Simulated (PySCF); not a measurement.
# Computed NMR parameters against published values

Geometry (Å), atoms numbered from 1 in this order:
```xyz
16

O     1.8464    0.9233   -0.6227
C     0.9524    0.4671    0.3722
C     0.6016   -1.0263    0.2197
C    -0.7101   -1.0337   -0.5607
C    -1.4599    0.1523    0.0375
C    -0.3767    1.2226    0.1860
H     2.6720    0.4324   -0.5535
H     1.3909    0.6599    1.3632
H     1.3958   -1.5740   -0.2882
H     0.4505   -1.4691    1.2053
H    -1.2520   -1.9731   -0.4615
H    -0.5118   -0.8509   -1.6172
H    -2.2860    0.4874   -0.5870
H    -1.8577   -0.1201    1.0168
H    -0.5766    1.9057    1.0091
H    -0.2863    1.8054   -0.7305
```

What is known from experiment: δ $^{17}$O O1 37.0 ppm (measured; liquid, neat, 295 K; 17O NMR survey of organic solvents and oxofluorinated compounds, PMC5915748).
δ $^{13}$C C2 73.7; C3/C6 35.4; C4/C5 23.4 ppm (measured; solution, not stated per compound (mostly CDCl3 or CCl4); Pretsch, Buehlmann, Badertscher, Structure Determination of Organic Compounds, 4th ed. (2009)).

All values are calculated (PySCF 2.14.0 with density-fitted response routines): σ from GIAO-PBE0/pcSseg-1, structure optimised with GFN2-xTB. No relativistic terms, in vacuum, fast rotation and ring inversion assumed for equivalent nuclei, one conformer.

**Question.** Set the calculated values beside the experiment.

**Answer.** 
Reference values: measured (liquid, neat, 295 K; 17O NMR survey of organic solvents and oxofluorinated compounds, PMC5915748).
```
atoms                      quantity  reference  computed  computed, scaled
   O1  δ $^{17}$O vs D2O (external)       37.0         –              29.7
```

Reference values: measured (solution, not stated per compound (mostly CDCl3 or CCl4); Pretsch, Buehlmann, Badertscher, Structure Determination of Organic Compounds, 4th ed. (2009)).
```
atoms    quantity  reference  computed  computed, scaled
   C2  δ $^{13}$C       73.7      77.0              73.1
C3/C6  δ $^{13}$C       35.4      40.9              37.8
C4/C5  δ $^{13}$C       23.4      29.6              26.8
```

Computed shifts are σ(ref) − σ with the named reference compound (TMS for H and C) calculated as an isolated molecule at the same level. The measured values may be among those fitted. Expected solution values come from regression of measured δ (H and C: mostly CDCl3, vs TMS) on computed σ: $^{13}$C: δ = 180.61 − 0.978σ (rms 2.1 ppm, 210 shifts, 2.3 ppm with the 2 outliers that the fit left out); $^{17}$O: δ = 266.41 − 0.894σ (rms 11.6 ppm, 25 shifts vs liquid water, solution or neat liquid). A few per cent of atoms miss by over 2 rms, more outside the fitted compound classes.

**Question.** How far are the unscaled $^{13}$C shifts from the references?

**Answer.** Mean signed difference +5.00 ppm, mean absolute 5.00 ppm over 3 comparisons; the largest is +6.2 ppm at C4/C5 (sp3 CH2 in a ring).
